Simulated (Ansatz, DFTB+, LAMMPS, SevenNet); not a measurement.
## hcp Co, elastic constant C13

Reference value: 102 GPa (measured, temperature not stated, not corrected to a static lattice; as tabulated in Steinle-Neumann et al. (1999), arXiv:cond-mat/9904431).

**Question.** What do Lennard-Jones jacobson2022, GFN1-xTB as cut by DFTB+, SevenNet-0, LDA, BLYP, PBE, revPBE, RPBE, PBE-D3(BJ) give, and how far is each from the reference?

**Answer.** 
| level (code) | value (GPa) | cell (Å³/atom) | difference (%) |
|---|---|---|---|
| Lennard-Jones jacobson2022 (LAMMPS) | 243 | 10.91 | +138 |
| GFN1-xTB as cut by DFTB+ | 159 | 10.35 | +56 |
| SevenNet-0 | 6.62 | 10.78 | -94 |
| LDA (Ansatz) | 150 | 10.01 | +47 |
| BLYP (Ansatz) | 107 | 11.35 | +4.9 |
| PBE (Ansatz) | 114 | 10.86 | +11.8 |
| revPBE (Ansatz) | 103 | 11.08 | +1.0 |
| RPBE (Ansatz) | 100 | 11.16 | -2.0 |
| PBE-D3(BJ) (Ansatz) | 123 | 10.55 | +21 |

Leaving aside GFN1-xTB as cut by DFTB+ (doubt noted below): The reference's temperature isn't stated, so close values are not ranked against it. Off by more than 25 %, or 35 % on the side where a correction would as a rule narrow the miss (bounds picked here): Lennard-Jones jacobson2022 (+138 %), SevenNet-0 (-94 %), LDA (+47 %).

The measured value isn't corrected to a static lattice, so vibrations enter the comparison. Spin-polarised runs: LDA (parallel moments), BLYP (parallel moments), PBE (parallel moments), revPBE (parallel moments), RPBE (parallel moments), PBE-D3(BJ) (parallel moments). GFN1-xTB as cut by DFTB+: the method was fitted mainly to molecules. GFN1-xTB as cut by DFTB+: this magnet was run without spin. GFN1-xTB as cut by DFTB+: codes differ in how they cut the long-range tail of xTB's charge interaction in a crystal, so the value belongs to this code. PBE-D3(BJ): the dispersion coefficients are held fixed in the derivatives. Each level is taken at its own relaxed cell. Ansatz's density-functional and Hartree–Fock values are scalar-relativistic unless marked +SOC, with PAW data made under PBE.

Empirical potentials (Lennard-Jones jacobson2022) are fitted to chosen data: where that held the value shown, agreement is built in, and what lay outside the fit can be far off. Machine-learned potentials (SevenNet-0) are trained on DFT data: a solid inside that data is no test of them.

Differences are worked out from the printed values.

Ansatz is an electronic-structure program.
